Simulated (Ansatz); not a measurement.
A nudged elastic band was laid between two geometries of CH5OS (8 atoms, charge 1, multiplicity 1).

These are results of RKS PBE-D4/def2-SVP (Ansatz), not measurements.

```
movable images  : 9
climbing image  : yes
spring          : 5.0 eV/Å²
optimiser       : quadratic models (default)
start path      : through a guess of the saddle point
force threshold : 0.05 eV/Å
iteration limit : 60
end points      : relaxed
```

Image 0:

```xyz
8
Properties=species:S:1:pos:R:3
C -0.752 0.869 -0.432
S -0.064 0.191 1.057
O 0.983 -1.165 0.302
H -1.433 0.176 -0.961
H -0.001 1.351 -1.088
H -1.380 1.683 0.016
H 0.702 -2.064 0.607
H 1.945 -1.043 0.498
```

Image 10:

```xyz
8
Properties=species:S:1:pos:R:3
C -0.699 0.809 -0.402
S -0.097 0.244 1.175
O 1.006 -1.151 0.698
H -1.354 0.083 -0.924
H 0.078 1.258 -1.050
H -1.356 1.647 -0.049
H 1.842 -0.926 0.221
H 0.579 -1.963 0.331
```

(1) What changes between the two ends?

(2) Give the energies along the band, and the barrier.

(3) What is the geometry of the highest image?

(4) What are the harmonic wavenumbers there?

The band took 9 iterations and about 4 core-minutes.

Results:

(1) No bond is made or broken. The dihedral C1–S2–O3–H8 goes from 119 to -69°.

(2) The run converged. The highest image is number 6 of 0 to 10, 4.9 kcal/mol above the first end and 2.9 kcal/mol above the last; the last end lies 2.0 kcal/mol above the first. A vibrational analysis at the climbing image gives one clearly imaginary mode, 243i cm⁻¹: a first-order saddle point. Limits of this set-up: the dipole of an ion depends on the origin.

```tsv
image	path coordinate (Å)	energy (kcal/mol)	dihedral C1–S2–O3–H8 (°)
0	0.00	0.0	119
1	0.33	0.3	135
2	0.66	1.2	153
3	0.99	2.4	172
4	1.32	3.6	-170
5	1.65	4.5	-152
6	1.98	4.9	-134
7	2.34	4.5	-116
8	2.69	3.4	-100
9	3.04	2.3	-84
10	3.40	2.0	-69
```

(3) 
```xyz
8
Properties=species:S:1:pos:R:3
C -0.742 0.788 -0.394
S 0.138 0.423 1.102
O 1.271 -0.976 0.487
H -1.440 -0.008 -0.724
H -0.101 1.198 -1.200
H -1.371 1.641 -0.025
H 0.989 -1.346 -0.387
H 1.256 -1.719 1.141
```

(4) 243i, 223, 249, 484, 674, 689, 807, 942, 959, 1250, 1310, 1386, 1540, 2913, 3021, 3100, 3512, 3608 cm⁻¹.

Time of the run: 3.6 min on 1 CPU thread of a shared host.
